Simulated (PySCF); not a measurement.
Cards and structures have been mixed up. Pair them.

Structures:
1. `Cc1cnn(C)n1` (C4H7N3)
2. `C=C=C` (C3H4)
3. `N[SiH2]F` (FH4NSi)
4. `B` (BH3)

Card P (geometry GFN2-xTB):
* Rotational constants A, B, C: 149.099, 9.056, 9.054 GHz
* Static isotropic polarisability (wB97X-D/def2-SVPD): 39.2 au
* Strongest line among the 8 lowest singlet transitions (TDDFT wB97X-D/def2-SVPD): S6 at 8.18 eV (152 nm, f = 1.176)
* Dipole moment (wB97X-D/def2-SVPD): 0.00 D
* Lowest triplet excitation (Tamm–Dancoff) (TDA wB97X-D/def2-SVPD): 4.81 eV
* HOMO energy (wB97X-D/def2-SVPD): -9.63 eV

Card Q (geometry PBE0-D3(BJ)/def2-SVP):
* Rotational constants A, B, C: 229.760, 229.528, 114.823 GHz
* Largest of the computed one-bond spin–spin couplings (means over like bonds) (B3LYP/pcJ-1): 11B–1H +142.2 (×3) Hz
* HOMO energy (PBE/pcSseg-2): -8.45 eV
* Point group: D3h
* Core binding energies (ΔSCF SCAN, pcX-2 on the ionised atom, pcseg-1 elsewhere, spin-free X2C): B1s 197.5 eV
* Dipole moment (PBE/pcSseg-2): 0.00 D

Card R (geometry PBE0-D3(BJ)/def2-SVP):
- Rotational constants A, B, C: 23.124, 6.711, 5.740 GHz
- Dipole moment (PBE0-D3(BJ)/def2-SVP): 2.07 D
- Point group: Cs

Card S (geometry GFN2-xTB):
* Rotational constants A, B, C: 7.119, 2.178, 1.703 GHz
* Static isotropic polarisability (PBE0/def2-SVPD): 67.2 au
* Lowest singlet excitation (TDDFT PBE0/def2-SVPD): 6.37 eV (195 nm, f = 0.027)
* Lowest triplet excitation (Tamm–Dancoff) (TDA PBE0/def2-SVPD): 4.76 eV
* Largest of the computed one-bond spin–spin couplings (means over like bonds) (B3LYP/pcJ-1, spin–dipole term left out for some pairs): 13C–1H +196.6, 13C–1H +144.6 (×3), 13C–1H +133.8 (×3), 13C–13C +57.4, 13C–13C +55.2, 15N–13C -21.3, 15N–15N -13.8, 15N–15N -13.8 Hz
* HOMO energy (PBE0/def2-SVPD): -7.23 eV

Each SMILES stands for a single optimised conformer of the isolated species, non-relativistic unless stated. Electronic properties by PySCF.

Which card belongs to which structure?

P = 2, Q = 4, R = 3, S = 1. What ties each card to its structure:
- 1 (card S), C4H7N3, monoisotopic mass 97.1 u, 7 heavy atoms: an asymmetric top with C = 1.703 GHz, the lowest such constant on the cards; polarisability 67.2 au for 52 electrons.
- 2 (card P), C3H4, monoisotopic mass 40.0 u, 3 heavy atoms: a prolate symmetric top (constants that symmetry makes equal differ by optimisation noise) with C = 9.054 GHz; polarisability 39.2 au for 22 electrons; a dipole under 0.05 D.
- 3 (card R), FH4NSi, monoisotopic mass 65.0 u, 3 heavy atoms: point group Cs; an asymmetric top with C = 5.740 GHz; dipole 2.07 D.
- 4 (card Q), BH3, monoisotopic mass 14.0 u, 1 heavy atom: core lines of B; point group D3h; an oblate symmetric top (constants that symmetry makes equal differ by optimisation noise) with C = 114.823 GHz, the highest such constant on the cards; a dipole under 0.05 D.
